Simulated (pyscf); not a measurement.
A first-order saddle from PySCF, ωB97X-D3(BJ)/def2-SVP:

```xyz
8

O      0.2367    -0.5385     0.4198
Si    -0.4299     0.4230    -1.0807
O      0.4586    -0.5743    -1.9146
O     -2.0751     0.2887    -1.0277
H     -0.3815    -1.1211     0.8851
H     -0.1222     1.8294    -0.7811
H      0.6358    -1.0068    -0.4830
H     -2.4360    -0.4645    -1.5105
```
Charge 0, spin multiplicity 1.

Surface: singlet, charge 0. Lowest wavenumbers (cm⁻¹): 746i, 221, 304, 393, 485.

### Question
Name the species on either side of this saddle.

### Answer
HO–SiH(OH)–OH (SMILES O[SiH](O)O) ⇌ H₂O (SMILES O) + O=SiH–OH (SMILES O=[SiH]O), an elimination read from left to right: O–Si, H–O broken and H–O formed. At CCSD(T)/def2-TZVPP + ΔMP2(QZVPP) it lies +52.0 kcal/mol from the left side and -15.3 kcal/mol from the right (each side as separated species at their lowest minima found). On the product side the descent ends in an adduct with a O–Si contact, 21.0 kcal/mol under the separated species and 3.0 kcal/mol under the saddle at ωB97X-D3(BJ)/def2-TZVP. At CCSD(T) the saddle lies under the separated products, which points to a path from their complex (located at ωB97X-D3(BJ) alone), and parting the products costs more than the saddle. What is counted as broken (O–Si) persists as a longer contact in the product adduct; parting that adduct is a step of its own. This is the saddle that the search found; another between the same sides may lie lower. The CCSD(T) − MP2 part came from Ansatz, without density fitting, on the same reference.
